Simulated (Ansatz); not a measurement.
**BSi2+ (quintet): from Hartree-Fock to the top rungs, cc-pVTZ**

One table from this session's results is given with a row withheld; the runs are named, their logs left out.

Program: Ansatz 0.2.0, Gaussian basis. Level of theory: cc-pVTZ, core rule «outside noble gas», up to 11 orbitals frozen. These are calculated values, not measurements.

The runs, in order: UHF; CCSD(T) on ROHF; CCSD(T) on UHF; BCCD(T) on ROHF; CCSDT(Q) on ROHF; CCSDT(Q) on UHF; CASSCF and MRCISD+Q, 10 electrons in 12 orbitals; CASSCF and NEVPT2, 10 electrons in 12 orbitals.

5 further runs of the same task are left out: 5 set aside as unsound or not needed.

## The geometry

The geometry is a PBE0/def2-TZVP stationary point (not a proven minimum) of the parent state, kept for this charge and spin.

3 atoms, charge 1, spin multiplicity 5.

Atoms are counted from 1 here; the program's logs count them from 0.

Bond lengths: Si1–B2 1.955 Å, B2–Si3 1.955 Å. Angles: Si1–B2–Si3 180.0°.

Geometry (Å):

```xyz
3
charge 1, multiplicity 5
Si    0.0000    0.0000    1.9545
B     0.0000    0.0000    0.0000
Si    0.0000    0.0000   -1.9545
```

The first run:

in.yaml

```yaml
crystal:
  periodic: [false, false, false]
  atoms:
    - {symbol: Si, position_ang: [0.000000, 0.000000, 1.954501]}
    - {symbol: B, position_ang: [0.000000, 0.000000, 0.000000]}
    - {symbol: Si, position_ang: [0.000000, 0.000000, -1.954501]}
basis:
  gaussian: {orbitals: cc-pVTZ}
total_charge: 1
magnetization: {spin_polarized: true, initial_magnetization: 4}
hamiltonian: {xc: hf}
output: {orbitals: {seedname: orbitals}}
```

Command:

```sh
$ ansatz run in.yaml --threads 1 --pin off --events-out ev --progress --plain --max-ram 4096MiB --backend cpu
```

Among the steps run: UHF; CCSD(T) on ROHF; CCSD(T) on UHF; BCCD(T) on ROHF; CCSDT(Q) on ROHF; CCSDT(Q) on UHF; CASSCF and MRCISD+Q, 10 electrons in 12 orbitals; CASSCF and NEVPT2, 10 electrons in 12 orbitals.

One of the session's tables, all rows but one given; the rest of the session is left out.

It belongs to the step «Misses and costs». 

```
          method  from RCCSDT(Q) (kcal/mol)
            RMP2                     +37.25
            UMP2                          ?
           RCCSD                     +14.70
           UCCSD                     +14.53
        RCCSD(T)                      +3.04
        UCCSD(T)                      +3.04
         BCCD(T)                      +3.00
          RCCSDT                      +1.19
          UCCSDT                      +1.12
       RCCSDT(Q)                          0
       UCCSDT(Q)                      -0.09
  CASSCF valence                    +102.19
  NEVPT2 valence                     +22.17
  MRCISD valence                      +9.41
MRCISD+Q valence                      +0.79
```

**Question.** Estimate the row for UMP2.

As computed: from RCCSDT(Q) (kcal/mol): +38.90. In the column «from RCCSDT(Q) (kcal/mol)» it lies between RMP2 (+37.25) and CASSCF valence (+102.19).

Left out of the table: ROHF, UHF (another determinant or state than the rows shown).

Limits of these values: The report flags that the cluster equations may have other roots. The program flags RCCSD(T), BCCD(T), RCCSDT(Q) as in doubt, so the zero of the table is itself unsure. Warnings: coupled cluster took another determinant than the lowest. Restricted and unrestricted rows rest on different reference determinants; where their highest levels disagree by more than a few hundredths of an eV, they describe different states and don't form one ladder.
